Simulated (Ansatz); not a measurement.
## AsH3, singlet in cc-pVTZ: errors against RCCSDT(Q)

Geometry: displaced at random from a stationary point.

```xyz
4

As    0.0035    0.0012   -0.0333
H     1.0978    0.0236    0.8326
H    -0.7338    1.0640    0.8145
H    -0.6257   -1.1802    0.8317
```

Basis cc-pVTZ; Ansatz 0.2.0. Only valence electrons are correlated (noble-gas cores and the filled d shells of p-block atoms frozen), which leaves 8 electrons in 71 orbitals. Prefix R: restricted or restricted open-shell reference. Active spaces: valence = (8e, 7o) chosen from the atoms' valence shells. No spin–orbit coupling is included, and no scalar relativity.

Full CI isn't at hand for all of this; RCCSDT(Q) serves as the reference, and is uncertain by the last step of the cluster series or more.

```
UHF ⟨S²⟩                          : 0.000
T1 diagnostic (RCCSD)             : 0.0125
largest doubles amplitude (RCCSD) : 0.046
```

Task: From what is known of these methods and the diagnostics, rank them by the size of their error in total energy against RCCSDT(Q) in cc-pVTZ, smallest first (an estimate: the text doesn't fix the numbers).
A. RCCSD(T)
B. CASSCF (valence space)
C. RCCSD
D. RHF
E. RCCSDT

Result: E (0.22 mEh), A (0.97 mEh), C (6.75 mEh), B (139.59 mEh), D (191.03 mEh).

All errors are against RCCSDT(Q) in cc-pVTZ. Within each family the higher level lies nearer, as is usual though not guaranteed.

Natural occupations of CASSCF (valence space) about the gap: 1.995 1.980 1.969 1.964 0.039 0.033 0.020; effectively unpaired electrons, Σ n²(2−n)², 0.02.
